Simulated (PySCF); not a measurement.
**Relaxation of triplet C₄**

Computed with UPBE in PySCF with C def2-TZVP; no relativity; density-fitted integrals. A (50,194) grid was used.

A start at or just off a symmetric point, pushed along the force that breaks its symmetry, of D2d symmetry, free to break it:

```xyz
4
charge 0 multiplicity 3, angstrom
C     0.4831    0.5831    0.5831
C     0.4831   -0.5831   -0.5831
C    -0.4831    0.5831   -0.5831
C    -0.4831   -0.5831    0.5831
```

Optimiser trace:
```
step  E − E(last) (kJ/mol)  largest gradient (Eh/bohr)
   0                344.04                     0.08619
   1                100.97                     0.05572
   2                  0.73                     0.00614
   3                  0.02                     0.00105
   4                  0.00                     0.00001
```

It ends at D2d with C–C 1.442 Å (×4), C–C 1.959 Å (×2); C–C–C 47.2° (×8), C–C–C 85.6° (×4). A frequency run shows a minimum.

Final geometry:
Coordinates in bohr (charge 0 multiplicity 3):
```
C     0.3785    1.3088    1.3088
C     0.3785   -1.3088   -1.3088
C    -0.3785    1.3088   -1.3088
C    -0.3785   -1.3088    1.3088
```

At this level a broken-symmetry Ms = 0 minimum of D2h symmetry lies 81 kJ/mol below this structure.
